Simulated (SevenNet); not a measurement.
Grey tin (α-Sn)

Level of theory: the machine-learned potential SevenNet-0 (trained on PBE and PBE+U data).

Cell: relaxed at this level.

```yaml
equilibrium_lattice_constant_a: 6.643 Å
volume_per_atom: 36.64 Å³/atom
```

Measured, for comparison: lattice constant a 6.477 Å, equilibrium volume per atom 33.97 Å³/atom (static lattice: zero-point anharmonic expansion removed; as tabulated in Mejia-Rodriguez and Trickey (2018), arXiv:1807.09216). Computed (rounded) less measured: lattice constant a +2.6 %, equilibrium volume per atom +7.9 %.

A machine-learned potential is trained on density-functional data: it inherits that level's misses and adds fitting errors of its own.

Note: this model's volume lies 7 % above that of the starting cell (a measured, published or database cell).
